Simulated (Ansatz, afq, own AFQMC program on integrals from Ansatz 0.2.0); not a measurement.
AFQMC on a folder of integrals that Ansatz 0.2.0 wrote.

```yaml
crystal:
  periodic: [false, false, false]
  atoms:
    - {symbol: Al, position_ang: [0.000000, -0.104009, 0.648758]}
    - {symbol: N, position_ang: [0.000000, 0.087527, -1.114734]}
    - {symbol: H, position_ang: [0.000000, 1.256470, 1.498750]}
    - {symbol: H, position_ang: [0.000000, 0.977077, -1.591329]}
    - {symbol: H, position_ang: [0.000000, -0.665655, -1.783277]}
basis:
  gaussian: {orbitals: cc-pVDZ}
total_charge: 1
magnetization: {spin_polarized: false}
correlation: {method: ccsd_t, electrons: outside_noble_gas, hamiltonian_folder: ham}
```

```sh
$ ansatz run in.yaml --threads 1 --pin off --events-out ev --progress --plain --max-ram 16896MiB --backend cuda --devices 0, --max-vram 18GiB
```

Options of the walk:

```
--method phaseless --trial cisd --walkers 4000 --populations 20 --least-time 60 --time-step 0.005 --steps-per-block 50 --equilibration-blocks 28 --max-blocks 4000 --target-error 0.00019 --factor-cut 1e-05 --seed 653 --release-times 0.24,0.51,0.99,1.62,2.4 --release-step 0.03 --release-every 3 --taylor-order 6
```

Times are imaginary, in 1/Eh. The walk had a cap of 122 s. With eight or more populations the least sampling time is a fifth of least-time, and the error comes from their spread.

Output of the walk:

```
orbitals 41  electrons 5 5  factors 319 of 445
reference energy -297.83052129 Eh
CCSD correlation -0.24757765 Eh in 12 cycles, weight of the determinant in the CISD state 0.8919
energy of the start -298.078101 Eh
 block  time / (1/Eh)  mean weight  energy / Eh
     1     0.250  1.0001  -298.075433
     2     0.500  0.9996  -298.077980
     3     0.750  0.9995  -298.079715
     4     1.000  0.9999  -298.081469
     5     1.250  1.0002  -298.082039
    12     3.000  1.0000  -298.084611
    19     4.750  0.9998  -298.084653
    26     6.500  1.0000  -298.086347
    33     8.250  0.9999  -298.085794
    40    10.000  1.0002  -298.085724
    46    11.500  1.0000  -298.087475
    47    11.750  1.0001  -298.085724
    54    13.500  0.9997  -298.085981
    59    14.750  1.0001  -298.083769
    61    15.250  0.9999  -298.085520
    68    17.000  0.9999  -298.085686
    75    18.750  1.0002  -298.085472
    78    19.500  1.0000  -298.085846
error from the spread of 20 populations
released: time / (1/Eh)  energy / Eh  error  mean overlap
  0.24  -298.085956  0.000146  0.9986
  0.51  -298.085856  0.000129  1.0006
  0.99  -298.086083  0.000181  0.9970
  1.62  -298.086096  0.000163  0.9957
  2.40  -298.086299  0.000202  0.9897
energy -298.085727 +/- 0.000139 Eh
(rows thinned)
```

The run passed its tests (sampling time, drift between the halves within three errors, error under three times the target), which doesn't prove that it has relaxed.

Against this walk (error 3.8 meV) on the same determinant: CCSD(T) 30.1 meV higher, CCSDT(Q) 5.1 meV lower (within the noise), CCSDTQ 2.6 meV lower (within the noise). The error is statistical and leaves out the bias of the constraint. The released energies are still falling (meV from the phaseless value at times in 1/Eh: -6 ± 4 at 0.24, -4 ± 4 at 0.51, -10 ± 5 at 0.99, -10 ± 4 at 1.62, -16 ± 6 at 2.40), so they give no level.

Cautions: constraint bias not in the error; raised T1 diagnostic (T1 0.021, weight of the determinant 0.89, largest double 0.07).

The walk took 27 s on 1 × NVIDIA H100 80GB HBM3 with 2 threads of AMD EPYC 7R13 Processor (Zen 3), on a shared host (the card was shared). The log's last line is the phaseless energy.

CCSDT and higher add their correlation energy to the determinant of the CCSD(T) run, since their own runs factorise the integrals more tightly (a shift of under 2 meV). A walk keeps the symmetry of its determinant, which the program's search chose and which needn't be the lowest solution, so a lower state of the same spin and another symmetry isn't excluded.
